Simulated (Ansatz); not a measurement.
Calculated with Ansatz (gas phase, PBE0-D4/def2-TZVP geometries, no zero-point term in ΔE). CCSD(T)/CBS is the MP2 limit (def2-TZVPP, def2-QZVPP) plus CCSD(T) − MP2 in def2-TZVPP, frozen cores. This one scheme is used for every species. DFT in def2-TZVPP.

Consider the hydrogenolysis of a C–C bond: `CC=C=CC` + H₂ → `C=C=CC` + CH₄.

(1) Is it downhill or uphill in electronic energy at CCSD(T)/CBS, and by how much? (Estimate.)

(2) What do these levels give: LDA (SPW92), PBE-D4, BLYP-D4, B97M-V, r2SCAN0-D4, BHLYP-D4, ωB97X-V, revPBE, BHLYP, CCSD(T)/def2-SVP, SCS-MP2/def2-TZVPP, MP2/CBS(def2)? (Best estimate.)

(3) What do rigid-rotor, harmonic-oscillator terms from PBE0-D4/def2-TZVP frequencies (298.15 K, 1 bar) make of the CCSD(T)/CBS value? (Estimate.)

Largest T1 diagnostic among the species: 0.011.

## Answers

(1) Computed: Downhill: ΔE = -60.5 kJ/mol.

(2) Computed: LDA (SPW92) -54.4, PBE-D4 -57.7, BLYP-D4 -60.2, B97M-V -67.5, r2SCAN0-D4 -63.0, BHLYP-D4 -66.9, ωB97X-V -61.9, revPBE -64.8, BHLYP -71.9, CCSD(T)/def2-SVP -60.2, SCS-MP2/def2-TZVPP -60.4, MP2/CBS(def2) -55.9 kJ/mol.

(3) Ansatz gave: ΔZPE = +16.1 kJ/mol, ΔH = -47.0 kJ/mol, ΔS = 26 J/(mol·K), ΔG = -54.8 kJ/mol.

Leaving LDA and LC-ωPBE aside and taking each functional with its dispersion term where it has one, the values, not all of them listed here, spread over 14.3 kJ/mol, from B97M-V to revPBE-D4. LDA lies +7.6 kJ/mol from PBE without D4. In def2-TZVPP, CCSD(T) changes the Hartree–Fock value by +16.9 kJ/mol (the triples alone add +3.7 kJ/mol) and MP2 by +21.6 kJ/mol.
